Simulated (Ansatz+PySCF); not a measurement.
Values are calculated unless marked as measured or tabulated.
## PySCF 2.14.0 run

```python
from pyscf import gto, scf, mp

# the (T+d) and (D+d) sets load through basis_set_exchange
mol = gto.M(atom="""
P 0.283740 0.000000 0.000000
H -0.094580 0.009650 1.350970
H -0.094580 -1.174800 -0.667130
H -0.094580 1.165150 -0.683840
""", basis={'H': 'cc-pvtz', 'P': 'cc-pv(t+d)z'}, charge=1, spin=1)
mf = scf.UHF(mol)
mf.kernel()
pt = mp.MP2(mf, frozen=5).run()
print(mf.e_tot, pt.e_corr, pt.e_tot)
```

The script is written out from the run's settings.

The run gave:

```yaml
Converged: yes
Reference_energy: -342.17579 hartree
Correlation_energy: -0.12993 hartree
Total_energy: -342.30572 hartree
Spin_squared_of_the_determinant: 0.758
```
